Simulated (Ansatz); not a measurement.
**HAlSi, singlet in 6-31G: errors against full CI**

Geometry: a point of a stretch scan, not a stationary point.

```xyz
3

Si    0.0000    0.0000    2.4916
Al    0.0000    0.0000   -0.4484
H     0.0000    0.0000   -2.0432
```

Basis 6-31G; Ansatz 0.2.0. Only valence electrons are correlated (noble-gas cores frozen), which leaves 8 electrons in 18 orbitals. R marks a restricted (for open shells ROHF) determinant, U an unrestricted one. Active spaces: valence = (8e, 9o) chosen from the atoms' valence shells; pair = (2e, 2o) about the gap.

Full CI is exact within this basis and frozen core; it isn't the basis-set limit. The frozen core follows each run's orbitals, which can shift R against U totals by a few meV.

The determinant fills πx and πy unequally, so it is a mixture of Σ and Δ, which weighs on every level built on one determinant.

```
UHF ⟨S²⟩                          : 1.000
T1 diagnostic (RCCSD)             : 0.0859
largest doubles amplitude (RCCSD) : 0.168
```

| level | E − E(RHF) (eV) |
| --- | --- |
| RMP2 | -1.8126 |
| RCCSD | -2.7495 |
| RCCSD(T) | -2.8752 |

(1) Estimate how far full CI in 6-31G lies from RCCSD(T). The table doesn't fix it; the size of (T) and the diagnostics are the guide.

(1) Full CI in 6-31G lies 5.14 mEh below RCCSD(T), which is 111 % of the (T) step (-4.62 mEh). More than one determinant leads, and the rest is a large part of (T). The miss exceeds 1 kcal/mol.

The other levels:

```tsv
level	E − E(full CI) (mEh)	share of correlation (%)	wall time
UHF†	78.88	–	–
UMP2†	23.68	–	–
CISD	19.20	82.67	0.57 s
UCCSD*†	-10.92	–	–
UCCSD(T)*†	-16.08	–	3.9 s
BCCD(T)	5.85	94.72	0.69 s
RCCSDT	2.45	97.79	–
UCCSDT*†	-21.10	–	–
CISDTQ	2.43	97.81	2.5 s
RCCSDT(Q)	0.50	99.55	1.4 s
UCCSDT(Q)*†	-22.39	–	8 s
RCCSDTQ*	0.16	99.85	9 s
CASSCF (valence space)	24.63	77.77	–
NEVPT2 (valence space)	7.73	93.02	6 s
MRCISD (valence space)	0.71	99.36	–
MRCISD+Q (valence space)	0.13	99.89	8 s
```

An asterisk marks runs whose energy the program itself flagged as in doubt. A dagger marks rows that describe another state than the reference (another or a broken symmetry, a higher spin or other natural occupations), so the difference isn't the method's error.

The correlation energy at full CI, counted from RHF, is -3.015 eV. That run took 29 s on 1 thread of Arm Neoverse V1, shared host over 2,341,648 determinants.

Run but not shown, since their state or frozen core can't be matched to the reference's or they repeat it: CASSCF (pair space), NEVPT2 (pair space).

Times hold each run's SCF and search for its determinant on a shared host, so for small cases they say little of a method's own cost; they ran on 1 thread of Arm Neoverse V1.

Unrestricted levels hold only the spin's projection, and here they fall towards a lower state of higher spin.

The full-CI state has the irrep A1 of C2v, in the program's axes (one component, if the state is degenerate).

Natural occupations of full CI about the gap: 1.959 1.955 1.873 0.943 0.914 0.112 0.094 0.092 0.024 0.007; effectively unpaired electrons, Σ n²(2−n)², 2.16. No single determinant describes this state well, so single-reference rows can miss without a flag.
